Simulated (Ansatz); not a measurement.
## Ansatz (development build ahead of 0.2.0) run

```yaml
crystal:
  periodic: [false, false, false]
  atoms:
    - { symbol: C, position_ang: [0.0, 0.0, -0.5117] }
    - { symbol: "N", position_ang: [0.0, 0.0, 0.6645] }
    - { symbol: H, position_ang: [0.0, 0.0, -3.7187] }
basis:
  gaussian: { orbitals: pcseg-2 }
magnetization:
  spin_polarized: true
hamiltonian:
  xc: pbe0
```

The input is written out in the form of the current development build from the run's settings.

Output:

* Converged: yes
* Total energy: -93.13459 hartree
* Spin squared of the determinant: 0.974
* Stability test: minimum

Caution: charge can spread falsely over distant fragments; the unrestricted determinant is a mixture of spin states.
